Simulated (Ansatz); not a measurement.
System: COS, charge 1, doublet. COS+ (parent SMILES O=C=S, doublet).
B3LYP-D3(BJ)/def2-TZVP minimum from Ansatz (an electronic-structure program):
```xyz
3

O      0.0000     0.0000    -1.6974
C      0.0000     0.0000    -0.5680
S      0.0000     0.0000     1.0617
```
Charge +1, spin multiplicity 2.

Total energies in cc-pV(T+d)Z, 15 correlated electrons, 7 frozen orbitals. Radicals and triplets start from unrestricted determinants; spin-orbit coupling is neglected. Cores are frozen in correlated methods. No relativity. The UHF reference of COS+ (parent SMILES O=C=S, doublet) is spin-contaminated (<S^2> up to 0.08 over the pure value in the sets run). The spin of COS+ (parent SMILES O=C=S, doublet) was assumed, and the state is the lowest solution found for it.

```
method    program  energy (Eh)  minus CCSDT(Q) (mEh)
--------  -------  -----------  --------------------
HF         Ansatz   -509.97754                542.34
MP2        Ansatz   -510.47084                 49.04
CCSD       Ansatz   -510.48957                 30.31
CCSD(T)    Ansatz   -510.51655                  3.33
CCSDT(Q)   Ansatz   -510.51988                  0.00
```

Rough core times of Ansatz's runs on a shared machine: CCSD(T) under 20 s, CCSDT(Q) 10 min.
